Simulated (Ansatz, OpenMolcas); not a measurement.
Si2H6O (SMILES [SiH3]O[SiH3]): the HOMO–LUMO gap, rung by rung

The species is Si2H6O (9 atoms), meant as a singlet with charge 0. As SMILES, `[SiH3]O[SiH3]`. The coordinates come from a PBE0-D4/def2-TZVP relaxation.

Quantity: the HOMO–LUMO gap, in eV. The values are calculated.

```tsv
level	kind	program	value (eV)
PBE/cc-pVDZ	GGA	Ansatz	6.42
B3LYP/cc-pVDZ	global hybrid	Ansatz	8.36
PBE0/cc-pVDZ	global hybrid	OpenMolcas	8.78
r2SCAN0/cc-pVDZ	hybrid meta-GGA	Ansatz	9.26
CAM-B3LYP/cc-pVDZ	range-separated hybrid	Ansatz	11.25
wB97M-V/cc-pVDZ	range-separated hybrid	Ansatz	12.92
wB97X/cc-pVDZ	range-separated hybrid	Ansatz	13.30
PBE-QIDH/cc-pVDZ	double hybrid	Ansatz	12.94
```

The values span 6.42 to 13.30 eV. Orbital gaps aren't excitation energies, and those of double hybrids come from the SCF part alone; they tend to grow with the share of exact exchange.
